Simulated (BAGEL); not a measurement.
# H2O (SMILES O), step by step

Aim: a series of 15 runs (B3LYP/cc-pVDZ, RI-MP2/cc-pVDZ) of H2O. 

The results are computed with BAGEL 1.2.2.

### 1 The system as given

The species is H2O (3 atoms), meant as a singlet with charge 0. SMILES: `O`. One bond was lengthened or shortened from a relaxed shape.

Bond lengths: O1–H2 0.816 Å, O1–H3 0.960 Å. Angles: H2–O1–H3 105.1°.

### 2 A single-point energy at B3LYP/cc-pVDZ (density fitting with svp-jkfit) (run 1)

Contents of job.json:

```json
{ "bagel": [

{
  "title": "molecule",
  "basis": "cc-pvdz.json",
  "df_basis": "svp-jkfit",
  "angstrom": "true",
  "geometry": [
    { "atom": "O", "xyz": [      -0.187299,       0.252440,      -0.072202 ] },
    { "atom": "H", "xyz": [       0.466500,       0.548400,       0.315300 ] },
    { "atom": "H", "xyz": [      -0.048399,      -0.696360,      -0.106302 ] }
  ]
},

{
  "title": "ks",
  "xc_func": "b3lyp"
},

{
  "title": "print",
  "file": "orbitals.molden",
  "orbitals": "true"
}

]}
```

The basis set cc-pVDZ is read from a file made from the Basis Set Exchange's data (not shown).

The run is started by

```
$ BAGEL_NUM_THREADS=1 BAGEL job.json > job.out
```

What it wrote:

```text
* using 1 threads per process

  ===============================================================
  ===============================================================

  *** Geometry ***

  { "atom" : "O", "xyz" : [     -0.353944,      0.477042,     -0.136442 ] },
  { "atom" : "H", "xyz" : [      0.881557,      1.036326,      0.595831 ] },
  { "atom" : "H", "xyz" : [     -0.091461,     -1.315930,     -0.200882 ] },

  Number of auxiliary basis functions:      113

  Since a DF basis is specified, we compute 2- and 3-index integrals:
    o Being stored without compression. Storage requirement is 0.001 GB

  Number of basis functions:       24
  Number of electrons      :       10

    * METHOD: MOLECULE                             0.02

  *** Kohn-Sham DFT ***

    * Removing 3533 points whose weight is below 1.00e-10
    * Grid points: 41185

  === Nuclear Repulsion ===
     9.9774830729

       - DIIS with orbital gradients will be used.

  === KS iteration (b3lyp / cc-pvdz.json) ===
      0        -69.09963126          0.18472178           0.05
      1        -68.04706836          0.30629478           0.04
      2        -72.19591483          0.19724863           0.04
      3        -76.32119230          0.02531180           0.03
      4        -76.38843087          0.00498199           0.04
      5        -76.38879094          0.00287213           0.04
      6        -76.38905724          0.00124501           0.03
      7        -76.38914043          0.00009876           0.04
      8        -76.38914079          0.00000797           0.04
      9        -76.38914080          0.00000044           0.03
     10        -76.38914080          0.00000008           0.04
     11        -76.38914080          0.00000001           0.03
    * SCF iteration converged.

    * Permanent dipole moment:
           (   -0.557807,     0.407918,    -0.254606) a.u.

    * METHOD: KS                                   0.54

    * METHOD: PRINT                                0.00

  ===============================================================
```

It took 1.1 s on 1 thread of AMD EPYC 7R43 (Zen 3), shared host; peak memory 0.14 GiB.

### 3 Bond 2-1 at 0.960 A: a single-point energy at RI-MP2/cc-pVDZ (density fitting with svp-jkfit) (run 2)

Contents of mp2.json:

```json
{ "bagel": [

{
  "title": "molecule",
  "basis": "cc-pvdz.json",
  "df_basis": "svp-jkfit",
  "angstrom": "true",
  "geometry": [
    { "atom": "O", "xyz": [   -0.302732,    0.200186,   -0.140619 ] },
    { "atom": "H", "xyz": [    0.466500,    0.548400,    0.315300 ] },
    { "atom": "H", "xyz": [   -0.163832,   -0.748614,   -0.174719 ] }
  ]
},
{
  "title": "hf"
},
{
  "title": "mp2",
  "ncore": 1
}

]}
```

The basis set cc-pVDZ is read from a file made from the Basis Set Exchange's data (not shown).

The run is started by

```
$ BAGEL_NUM_THREADS=1 BAGEL mp2.json > mp2.out
```

What it wrote:

```text
* using 1 threads per process

  ===============================================================
  ===============================================================

  *** Geometry ***

  { "atom" : "O", "xyz" : [     -0.572081,      0.378297,     -0.265731 ] },
  { "atom" : "H", "xyz" : [      0.881557,      1.036326,      0.595831 ] },
  { "atom" : "H", "xyz" : [     -0.309598,     -1.414675,     -0.330171 ] },

  Number of auxiliary basis functions:      113

  Since a DF basis is specified, we compute 2- and 3-index integrals:
    o Being stored without compression. Storage requirement is 0.001 GB

  Number of basis functions:       24
  Number of electrons      :       10

    * METHOD: MOLECULE                             0.02

  *** RHF ***

  === Nuclear Repulsion ===
     9.1711108235

      * DIIS with orbital gradients will be used.

  === RHF iteration (cc-pvdz.json) ===
      0        -75.88442558          0.04774429           0.00
      1        -75.98190341          0.02836825           0.00
      2        -76.02622305          0.00236168           0.00
      3        -76.02661692          0.00034187           0.00
      4        -76.02662643          0.00007422           0.00
      5        -76.02662708          0.00001299           0.00
      6        -76.02662711          0.00000224           0.00
      7        -76.02662711          0.00000061           0.00
      8        -76.02662711          0.00000018           0.00
      9        -76.02662711          0.00000005           0.00
     10        -76.02662711          0.00000000           0.00
    * SCF iteration converged.

    * Permanent dipole moment:
           (   -0.627473,     0.414998,    -0.291453) a.u.

    * METHOD: HF                                   0.03

  *** RHF ***

  === Nuclear Repulsion ===
     9.1711108235

      * DIIS with orbital gradients will be used.

  === RHF iteration (cc-pvdz.json) ===
      0        -76.02662711          0.00000000           0.00
    * SCF iteration converged.

    * Permanent dipole moment:
           (   -0.627473,     0.414998,    -0.291453) a.u.

  === DF-MP2 calculation ===

    * freezing 1 orbital
    * 3-index integral transformation done
    * assembly done

      MP2 correlation energy:   -0.2017260435      0.00

      MP2 total energy:        -76.2283531493

    * METHOD: MP2                                  0.00

  ===============================================================
```

Wall time 0.57 s (1 thread of AMD EPYC 7R43 (Zen 3), shared host); peak memory 0.14 GiB.

Runs 3 to 6 aren't shown in full; the table further down has their settings and results.

### 4 Bond 2-1 at 1.295 A: the energy at B3LYP/cc-pVDZ (density fitting with svp-jkfit) (run 7)

Contents of calc.json:

```json
{ "bagel": [

{
  "title": "molecule",
  "basis": "cc-pvdz.json",
  "df_basis": "svp-jkfit",
  "angstrom": true,
  "geometry": [
    { "atom": "O", "xyz": [      -0.571914,       0.078333,      -0.300162 ] },
    { "atom": "H", "xyz": [       0.466500,       0.548400,       0.315300 ] },
    { "atom": "H", "xyz": [      -0.433014,      -0.870467,      -0.334262 ] }
  ]
},

{ "title": "ks", "xc_func": "b3lyp" },

{ "title": "print", "file": "orbitals.molden", "orbitals": true }

]}
```

The basis set cc-pVDZ is read from a file made from the Basis Set Exchange's data (not shown).

The run is started by

```
$ BAGEL_NUM_THREADS=1 BAGEL calc.json > calc.out
```

What it wrote:

```text
* using 1 threads per process

  ===============================================================
  ===============================================================

  *** Geometry ***

  { "atom" : "O", "xyz" : [     -1.080761,      0.148028,     -0.567224 ] },
  { "atom" : "H", "xyz" : [      0.881557,      1.036326,      0.595831 ] },
  { "atom" : "H", "xyz" : [     -0.818278,     -1.644944,     -0.631664 ] },

  Number of auxiliary basis functions:      113

  Since a DF basis is specified, we compute 2- and 3-index integrals:
    o Being stored without compression. Storage requirement is 0.001 GB

  Number of basis functions:       24
  Number of electrons      :       10

    * METHOD: MOLECULE                             0.03

  *** Kohn-Sham DFT ***

    * Removing 2812 points whose weight is below 1.00e-10
    * Grid points: 41906

  === Nuclear Repulsion ===
     7.9738540880

       - DIIS with orbital gradients will be used.

  === KS iteration (b3lyp / cc-pvdz.json) ===
      0        -69.25032395          0.16049600           0.05
      1        -67.05744283          0.25395517           0.04
      2        -71.56560190          0.17760687           0.04
      3        -76.27751841          0.02683509           0.04
      4        -76.36641095          0.00739729           0.03
      5        -76.36869670          0.00154115           0.04
      6        -76.36882711          0.00037556           0.04
      7        -76.36883568          0.00008221           0.04
      8        -76.36883606          0.00002225           0.04
      9        -76.36883609          0.00000095           0.03
     10        -76.36883609          0.00000022           0.04
     11        -76.36883609          0.00000001           0.04
     12        -76.36883609          0.00000000           0.04
    * SCF iteration converged.

    * Permanent dipole moment:
           (   -0.600572,     0.369525,    -0.282143) a.u.

    * METHOD: KS                                   0.61

    * METHOD: PRINT                                0.01

  ===============================================================
```

It took 1.1 s on 1 thread of AMD EPYC 7R43 (Zen 3), shared host; peak memory 0.14 GiB.

Runs 8 to 14 aren't shown in full; the table further down has their settings and results.

### 5 Bond 2-1 at 2.687 A: the energy at B3LYP/cc-pVDZ (density fitting with svp-jkfit) (run 15)

Contents of calc.json:

```json
{ "bagel": [

{
  "title": "molecule",
  "basis": "cc-pvdz.json",
  "df_basis": "svp-jkfit",
  "angstrom": true,
  "geometry": [
    { "atom": "O", "xyz": [      -1.687284,      -0.426571,      -0.961234 ] },
    { "atom": "H", "xyz": [       0.466500,       0.548400,       0.315300 ] },
    { "atom": "H", "xyz": [      -1.548384,      -1.375371,      -0.995334 ] }
  ]
},

{ "title": "ks", "xc_func": "b3lyp" },

{ "title": "print", "file": "orbitals.molden", "orbitals": true }

]}
```

The basis set cc-pVDZ is read from a file made from the Basis Set Exchange's data (not shown).

The run is started by

```
$ BAGEL_NUM_THREADS=1 BAGEL calc.json > calc.out
```

What it wrote:

```text
* using 1 threads per process

  ===============================================================
  ===============================================================

  *** Geometry ***

  { "atom" : "O", "xyz" : [     -3.188505,     -0.806102,     -1.816469 ] },
  { "atom" : "H", "xyz" : [      0.881557,      1.036326,      0.595831 ] },
  { "atom" : "H", "xyz" : [     -2.926022,     -2.599075,     -1.880909 ] },

  Number of auxiliary basis functions:      113

  Since a DF basis is specified, we compute 2- and 3-index integrals:
    o Being stored without compression. Storage requirement is 0.001 GB

  Number of basis functions:       24
  Number of electrons      :       10

    * METHOD: MOLECULE                             0.02

  *** Kohn-Sham DFT ***

    * Removing 2023 points whose weight is below 1.00e-10
    * Grid points: 42695

  === Nuclear Repulsion ===
     6.1595377654

       - DIIS with orbital gradients will be used.

  === KS iteration (b3lyp / cc-pvdz.json) ===
      0        -69.00792524          0.14187390           0.05
      1        -64.61164948          0.24512223           0.04
      2        -71.03781040          0.15669127           0.03
      3        -75.84345454          0.03528764           0.04
      4        -75.41139761          0.06748334           0.04
      5        -75.48057482          0.06217079           0.04
      6        -75.56866889          0.05260416           0.04
      7        -75.81311661          0.04542194           0.04
      8        -75.77777957          0.04955198           0.05
      9        -75.74695968          0.05250079           0.05
     10        -75.71985949          0.05503714           0.04
     11        -75.86684546          0.04018445           0.04
     12        -75.48619628          0.06319000           0.04
     13        -75.91770317          0.03674532           0.04
     14        -75.91610447          0.03669389           0.03
     15        -75.92356219          0.03683240           0.04
     16        -75.97418774          0.03641995           0.04
     17        -76.02498544          0.03603777           0.05
     18        -75.83616338          0.05167925           0.05
     19        -75.94688864          0.04533149           0.04
     20        -75.63047647          0.06355915           0.05
     21        -76.14513822          0.02105551           0.04
     22        -76.07854929          0.03710589           0.05
     23        -76.01667946          0.04871933           0.05
     24        -76.17433366          0.00388042           0.05
     25        -76.17472683          0.00288799           0.05
     26        -76.17476166          0.00277572           0.05
     27        -76.17471587          0.00292392           0.05
     28        -76.17479723          0.00262825           0.05
     29        -76.17516866          0.00012233           0.05
     30        -76.17517097          0.00002643           0.05
     31        -76.17517147          0.00001735           0.05
     32        -76.17517175          0.00000376           0.05
     33        -76.17517176          0.00000125           0.05
     34        -76.17517176          0.00000050           0.05
     35        -76.17517176          0.00000080           0.05
     36        -76.17517176          0.00000006           0.05
     37        -76.17517176          0.00000003           0.05
     38        -76.17517176          0.00000000           0.06
    * SCF iteration converged.

    * Permanent dipole moment:
           (   -0.466062,     0.457873,    -0.199257) a.u.

    * METHOD: KS                                   1.89

    * METHOD: PRINT                                0.01

  ===============================================================
```

Wall time 2.4 s (1 thread of AMD EPYC 7R43 (Zen 3), shared host); peak memory 0.14 GiB.

### 6 Overview of the runs

| run | level | frozen core orbitals | partner | energy (Eh) | dipole moment (D) | HOMO energy (eV) | LUMO energy (eV) | wall time |
| --- | --- | --- | --- | --- | --- | --- | --- | --- |
| 1 | B3LYP/cc-pVDZ (density fitting with svp-jkfit) | – | bond 2-1 at 0.816 A | -76.389141 | 1.87 | -8.01 | 1.71 | 1.1 s |
| 2 | RI-MP2/cc-pVDZ (density fitting with svp-jkfit) | 1 | bond 2-1 at 0.960 A | -76.228353 | – | – | – | 0.57 s |
| 3 | B3LYP/cc-pVDZ (density fitting with svp-jkfit) | – | bond 2-1 at 0.960 A | -76.420399 | 1.90 | -7.83 | 1.41 | 1.1 s |
| 4 | RI-MP2/cc-pVDZ (density fitting with svp-jkfit) | 1 | bond 2-1 at 1.103 A | -76.213909 | – | – | – | 0.55 s |
| 5 | B3LYP/cc-pVDZ (density fitting with svp-jkfit) | – | bond 2-1 at 1.103 A | -76.407552 | 1.93 | -7.71 | 0.75 | 1.2 s |
| 6 | RI-MP2/cc-pVDZ (density fitting with svp-jkfit) | 1 | bond 2-1 at 1.295 A | -76.172423 | – | – | – | 0.55 s |
| 7 | B3LYP/cc-pVDZ (density fitting with svp-jkfit) | – | bond 2-1 at 1.295 A | -76.368836 | 1.93 | -7.66 | -0.61 | 1.1 s |
| 8 | RI-MP2/cc-pVDZ (density fitting with svp-jkfit) | 1 | bond 2-1 at 1.535 A | -76.117752 | – | – | – | 0.55 s |
| 9 | B3LYP/cc-pVDZ (density fitting with svp-jkfit) | – | bond 2-1 at 1.535 A | -76.316845 | 1.89 | -7.69 | -2.34 | 1.2 s |
| 10 | RI-MP2/cc-pVDZ (density fitting with svp-jkfit) | 1 | bond 2-1 at 1.823 A | -76.065158 | – | – | – | 0.65 s |
| 11 | B3LYP/cc-pVDZ (density fitting with svp-jkfit) | – | bond 2-1 at 1.823 A | -76.264517 | 1.83 | -7.78 | -3.87 | 1.4 s |
| 12 | RI-MP2/cc-pVDZ (density fitting with svp-jkfit) | 1 | bond 2-1 at 2.207 A | -76.021071 | – | – | – | 0.65 s |
| 13 | B3LYP/cc-pVDZ (density fitting with svp-jkfit) | – | bond 2-1 at 2.207 A | -76.214244 | 1.77 | -7.90 | -5.13 | 1.6 s |
| 14 | RI-MP2/cc-pVDZ (density fitting with svp-jkfit) | 1 | bond 2-1 at 2.687 A | -76.001409 | – | – | – | 0.57 s |
| 15 | B3LYP/cc-pVDZ (density fitting with svp-jkfit) | – | bond 2-1 at 2.687 A | -76.175172 | 1.74 | -7.98 | -5.96 | 2.4 s |

### 7 What came out

| quantity | value |
| --- | --- |
| bond 2-1 at 2.687 A, run 15: total energy | -76.17517 Eh |
| bond 2-1 at 2.687 A, run 15: dipole moment | 1.74 D |
| bond 2-1 at 2.687 A, run 15: HOMO energy | -7.98 eV |
| bond 2-1 at 2.687 A, run 15: LUMO energy | -5.96 eV |
| bond 2-1 at 2.687 A, run 15: HOMO–LUMO gap | 2.02 eV |

What this shows: In runs 10, 11, 12, 13, 14, 15 a closed-shell determinant meets a far-stretched bond, which it describes badly. All runs together took 15 s, the longest 2.4 s.
